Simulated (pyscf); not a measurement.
Optimised with ωB97X-D3(BJ)/def2-SVP in PySCF.

### Question
PBE/def2-TZVP puts the barrier of SiH₂ [singlet] + H₃C–OH -> H₃C–O–SiH: [singlet] + H₂ (four-centre exchange; singlet surface; H–Si, H–O broken, O–Si, H–H formed) at -27.7 kJ/mol and the reaction energy at -131.0 kJ/mol, from the separated reactants. What do r²SCAN/def2-TZVP, B3LYP-D3(BJ)/def2-TZVP, ωB97M-D3(BJ)/def2-TZVP give on the same structures?

### Answer
r²SCAN: ΔE‡ = -26.6 kJ/mol, ΔE = -137.6 kJ/mol; B3LYP-D3(BJ): ΔE‡ = -6.4 kJ/mol, ΔE = -135.1 kJ/mol; ωB97M-D3(BJ): ΔE‡ = -2.9 kJ/mol, ΔE = -130.1 kJ/mol. PBE's barrier matches one of them and lies within 24.8 kJ/mol of the others. Its reaction energy matches one of them and lies within 6.6 kJ/mol of the others. On the reactant side the descent ends in an adduct with a O–Si contact, 99.1 kJ/mol under the separated species and 92.2 kJ/mol under the saddle at ωB97X-D3(BJ)/def2-TZVP. At PBE, r²SCAN, B3LYP-D3(BJ), ωB97M-D3(BJ) the saddle lies under the separated reactants, which points to a path from their complex (located at ωB97X-D3(BJ) alone). What is counted as formed (O–Si) is already present as a longer contact in the reactant adduct; forming that adduct is a step of its own. At the saddle there is also a short H–Si contact that neither side keeps. This is the saddle that the search found; another between the same sides may lie lower.
